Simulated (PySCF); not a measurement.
## Computed spin Hamiltonian

Compound: C3H5 (doublet state).
Z-matrix (Å and degrees, GFN2-xTB geometry), rows numbered from 1:
```
C 
C   1  1.4607
C   1  1.4608  2   62.65
H   1  1.0686  2  131.62  3  -122.70
H   2  1.0856  1  119.67  3   109.29
H   2  1.0821  1  119.02  3  -105.54
H   3  1.0822  1  119.00  2   105.55
H   3  1.0856  1  119.67  2  -109.29
```

Identity: `C1C[CH]1` [radical].

Method: PySCF 2.14.0, UKS B3LYP, pcH-1 on C H, non-relativistic, mean-field spin-orbit, GIAO. Geometry: GFN2-xTB; no solvent, vibrations or thermal averaging. A GFN2-xTB geometry isn't a minimum of the functional, and hyperfine couplings can be far from their values at a DFT geometry.

```json
{
  "g1, g2, g3": "2.00218, 2.00285, 2.00310",
  "g_iso": "2.00271",
  "Form of g": "rhombic: the two nearest values differ by 27 % of g3 − g1",
  "⟨S²⟩": "0.7530 (exact 0.7500)",
  "Total energy": "-117.22683 Eh"
}
```

Hyperfine couplings atom by atom, in mT; T1 to T3 are the principal values of the dipolar part; ρ(0) is the spin density at the nucleus (MHz turned into mT with g_iso):

```
atom  isotope  a_iso     T1     T2    T3  Mulliken spin population  ρ(0) (bohr⁻³)
  C1      13C  10.23  -2.73  -2.57  5.30                      0.98         0.2550
  C2      13C  -0.70  -0.17   0.00  0.18                     -0.04        -0.0175
  C3      13C  -0.70  -0.17   0.00  0.18                     -0.04        -0.0176
  H4       1H  -0.38  -1.21  -0.14  1.35                     -0.02        -0.0024
  H5       1H   1.95  -0.19  -0.07  0.26                      0.03         0.0122
  H6       1H   3.06  -0.23  -0.14  0.37                      0.03         0.0192
  H7       1H   3.06  -0.23  -0.14  0.37                      0.03         0.0192
  H8       1H   1.95  -0.19  -0.07  0.26                      0.03         0.0122
```

The largest Mulliken spin population is on C1 (+0.98). The angles at C1 add up to 325.9°, so it is pyramidal.

Axes: g3 points within 5° of the C1–H4 bond.

Under fast tumbling the dipolar parts average out, and these isotropic splittings remain: 4 × 1H (H5/H6/H7/H8, I = 1/2, 5 lines) with 2.50 mT and 1 × 1H (H4, I = 1/2, 2 lines) with 0.38 mT.

Means are taken over nuclei equivalent by connectivity, which assumes that they swap fast. The 1H value of +70.2 MHz is a mean of couplings from 54.7 to 85.7 MHz in this one geometry, not an average over conformers.

The 13C coupling of C1 (286.7 MHz) shows only in satellite lines or after enrichment, since that isotope makes up about 1.07 % of natural carbon.
